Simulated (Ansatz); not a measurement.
Basis-set limit of ZrHCl₂, quartet

```yaml
atoms:
  - { symbol: Zr, position_ang: [0.0000, 0.0000, 0.9366] }
  - { symbol: Cl, position_ang: [0.0000, -1.2797, -1.2530] }
  - { symbol: Cl, position_ang: [0.0000, 1.2797, -1.2530] }
  - { symbol: H, position_ang: [0.0000, 0.0000, 3.3821] }
```

Connectivity, by distances: Cl–ZrH–Cl.

Ansatz 0.2.0, UHF determinant, valence electrons correlated, core potentials past Kr. Energies in eV.

```tsv
set	X	functions	Hartree–Fock	MP2 correlation	CCSD(T) correlation	time
def2-TZVPP	3	154	-26289.0606	-12.0849	-13.9434	21 s on 1 × NVIDIA H100 80GB HBM3 with 1 thread of AMD EPYC 7R13 Processor (Zen 3) (shared host)
def2-QZVPP	4	251	-26289.8214	-13.2602	-15.1430	48 s on 1 × NVIDIA H100 80GB HBM3 with 1 thread of AMD EPYC 7R13 Processor (Zen 3) (shared host)
```

Hartree–Fock is taken to follow E(X) = E∞ + A·exp(−7.88·√X), correlation E(X) = E∞ + B·X^−2.97.

Cautions: no spin-orbit coupling; outer-core shells of the metal frozen; lower spins were not checked.

**Question.** Work out the CCSD(T) energy at the limit, and how far the shortcut misses it that extrapolates MP2 and adds CCSD(T) minus MP2 from the smaller set.

**Answer.** Hartree–Fock: E∞ = E4 + 0.1377·(E4 − E3) = -26289.9262. Correlation: E∞ = E4 + 0.7407·(E4 − E3) = -16.0315 for CCSD(T) and -14.1307 for MP2. The limit is -26305.9577 eV, 0.993 eV below def2-QZVPP. The shortcut gives a correlation energy of -14.1307 + (-1.8585) = -15.9892, 42 meV higher than the direct value.

Past Ne part of the Hartree–Fock step between the two sets comes from the cores, which don't follow the formula, so the 105 meV that it adds to the total can overshoot; that part largely cancels in differences.

The exponents were fitted on light atoms, and def2 sets of heavy atoms don't grow evenly, so the limit is rough here.
